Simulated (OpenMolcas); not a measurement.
# singlet SiH+ at 6 levels

Aim: a comparison of 6 runs (HF/cc-pVDZ, B3LYP/cc-pVDZ, PBE/cc-pVDZ, SVWN5/cc-pVDZ, r2SCAN/cc-pVDZ, ACPF/cc-pVDZ) of singlet SiH+. 

Program for the calculation: OpenMolcas 26.06.

### Step 1. The molecule

SiH+: 2 atoms, total charge +1, spin state singlet. As SMILES of the parent species, `[SiH]`. The shape is that of a GFN2-xTB optimisation. That shape belongs to the parent species and isn't relaxed for this state.

Bond lengths: Si1–H2 1.517 Å.

### Step 2. A single-point energy at HF/cc-pVDZ (run 1)

The input, coord.xyz:

```xyz
2

Si     0.000000     0.000000     0.000000
H      0.000000     0.000000     1.516560
```

The input, job.inp:

```
&GATEWAY
BasLib=$CurrDir
Coord=coord.xyz
Basis=cc-pVDZ
Group=NoSym
&SEWARD
&SCF
Charge=1
Thresholds=1e-10 1e-07 1e-07 1e-05
PrOrbitals=1 1
```

The basis set cc-pVDZ is read from a file made from the Basis Set Exchange's data (not shown).

The run is started by

```console
$ export MOLCAS_MEM=1860
$ pymolcas job.inp > job.log
```

The log of the run:

```text
--- Start Module: gateway ---
[...]
--- Stop Module: gateway /rc=_RC_ALL_IS_WELL_ ---
--- Start Module: seward ---
[...]
      Basis functions           23
--- Stop Module: seward /rc=_RC_ALL_IS_WELL_ ---
--- Start Module: scf ---
[...]
       Convergence after  11 Iterations
[...]
::    Total SCF energy                               -289.1544724549
[...]
      Total spin, S                                     0.0000000000
[...]
      Total electronic charge=   14.000000
      Total            charge=    1.000000
[...]
      Dipole Moment (debye):
      Origin of the operator (angstrom)=    0.0000    0.0000    0.0527
                   X=  8.1948E-16               Y= -3.2472E-16               Z=  5.8128E-01           Total=  5.8128E-01
      Center of Charge (angstrom)
[...]
--- Stop Module: scf /rc=_RC_ALL_IS_WELL_ ---
[...]
```

Wall time 2.2 s (1 thread of AMD EPYC 7R43 (Zen 3), shared host); peak memory 0.37 GiB.

### Step 3. The energy at B3LYP/cc-pVDZ (run 2)

coord.xyz is that of step 2.

The input, job.inp:

```
&GATEWAY
BasLib = $CurrDir
Coord = coord.xyz
Basis = cc-pVDZ
Group = NoSym
&SEWARD
GridInput
Grid=UltraFine
End of Grid
&SCF
Charge = 1
KSDFT = B3LYP
Thresholds = 1e-10 1e-07 1e-07 1e-05
PrOrbitals = 1 1
```

The basis set cc-pVDZ is read from a file made from the Basis Set Exchange's data (not shown).

The run is started by

```console
$ export MOLCAS_MEM=1860
$ pymolcas job.inp > job.log
```

The log of the run:

```text
--- Start Module: gateway ---
[...]
--- Stop Module: gateway /rc=_RC_ALL_IS_WELL_ ---
--- Start Module: seward ---
[...]
      Basis functions           23
--- Stop Module: seward /rc=_RC_ALL_IS_WELL_ ---
--- Start Module: scf ---
[...]
       Convergence after  12 Iterations
[...]
::    Total KS-DFT energy                            -289.7119202525
[...]
      Total spin, S                                     0.0000000000
[...]
      Total electronic charge=   14.000000
      Total            charge=    1.000000
[...]
      Dipole Moment (debye):
      Origin of the operator (angstrom)=    0.0000    0.0000    0.0527
                   X= -1.5342E-16               Y= -2.0866E-15               Z=  4.6423E-01           Total=  4.6423E-01
      Center of Charge (angstrom)
[...]
--- Stop Module: scf /rc=_RC_ALL_IS_WELL_ ---
[...]
```

Run time: 4.2 s. Hardware: 1 thread of AMD EPYC 7R43 (Zen 3), shared host; peak memory 0.37 GiB.

Runs 3 to 5 aren't shown in full; the table further down has their settings and results.

### Step 4. A single-point energy at ACPF/cc-pVDZ (run 6)

coord.xyz is that of step 3.

The input, job.inp:

```
&GATEWAY
 BASLIB
 $CurrDir
 COORD
 coord.xyz
 BASIS
 cc-pVDZ
 GROUP
 NoSym

&SEWARD

&SCF
 CHARGE
 1
 THRESHOLDS
 1e-10 1e-07 1e-07 1e-05
 PRORBITALS
 1 1

&MOTRA
 FROZEN
 5

&GUGA
 ELECTRONS
 4
 SPIN
 1
 INACTIVE
 2
 ACTIVE
 0
 CIALL
 1

&CPF
 ACPF
```

The basis set cc-pVDZ is read from a file made from the Basis Set Exchange's data (not shown).

The run is started by

```console
$ export MOLCAS_MEM=1860
$ pymolcas job.inp > job.log
```

The log of the run:

```text
--- Start Module: gateway ---
[...]
--- Stop Module: gateway /rc=_RC_ALL_IS_WELL_ ---
[...]
      Basis functions           23
[...]
       Convergence after  11 Iterations
[...]
::    Total SCF energy                               -289.1544724549
[...]
      Total spin, S                                     0.0000000000
[...]
      *** WARNING: Default frozen orbitals is overwritten by user input.
      *** Default values:   2
[...]
--- Start Module: guga ---
[...]
--- Stop Module: guga /rc=_RC_ALL_IS_WELL_ ---
--- Start Module: cpf ---
[...]
      Active orbitals                            0       0
[...]
      Spin quantum number                      0.0
[...]
     FINAL ACPF ENERGY        -289.23722084
     FINAL CORRELATION ENERGY   -0.08274838  REFERENCE ENERGY    -289.15447245
[...]
      Title:  ACPF natural orbitals
[...]
      Total electronic charge=   14.000000
      Total            charge=    1.000000
[...]
      Dipole Moment (debye):
      Origin of the operator (angstrom)=    0.0000    0.0000    0.0527
                   X=  6.9398E-16               Y= -3.3199E-16               Z=  4.1092E-01           Total=  4.1092E-01
      Quadrupole Moment (debye*angstrom):
[...]
--- Stop Module: cpf /rc=_RC_ALL_IS_WELL_ ---
[...]
```

It took 2.3 s on 1 thread of AMD EPYC 7R43 (Zen 3), shared host; peak memory 0.37 GiB.

### Step 5. Overview of the runs

| run | level | integration grid | frozen core orbitals | energy (Eh) | HOMO energy (eV) | LUMO energy (eV) | HOMO–LUMO gap (eV) | wall time |
| --- | --- | --- | --- | --- | --- | --- | --- | --- |
| 1 | HF/cc-pVDZ | – | – | -289.154472 | -17.99 | -6.97 | 11.01 | 2.2 s |
| 2 | B3LYP/cc-pVDZ | UltraFine | – | -289.711920 | -15.23 | -10.80 | 4.43 | 4.2 s |
| 3 | PBE/cc-pVDZ | UltraFine | – | -289.534017 | -14.27 | -11.57 | 2.70 | 3.9 s |
| 4 | SVWN5/cc-pVDZ | UltraFine | – | -288.508389 | -14.26 | -11.73 | 2.54 | 3.9 s |
| 5 | r2SCAN/cc-pVDZ | UltraFine | – | -289.648449 | -14.49 | -11.35 | 3.14 | 4.8 s |
| 6 | ACPF/cc-pVDZ | – | 5 | -289.237221 | -17.99 | -6.97 | 11.01 | 2.3 s |

### Step 6. Outcome

| quantity | value |
| --- | --- |
| run 6: total energy | -289.23722 Eh |
| run 6: HOMO energy (Hartree–Fock orbitals) | -17.99 eV |
| run 6: LUMO energy (Hartree–Fock orbitals) | -6.97 eV |
| run 6: HOMO–LUMO gap (Hartree–Fock orbitals) | 11.01 eV |
| run 6: correlation energy (5 core orbitals frozen) | -82.7 mEh |

Over runs 1, 2, 3, 4, 5 the HOMO–LUMO gap runs from 2.54 eV (SVWN5/cc-pVDZ) to 11.01 eV (HF/cc-pVDZ). Exact exchange widens orbital gaps. Totals of different functionals can't be ranked against each other. All runs together took 21 s, the longest 4.8 s.
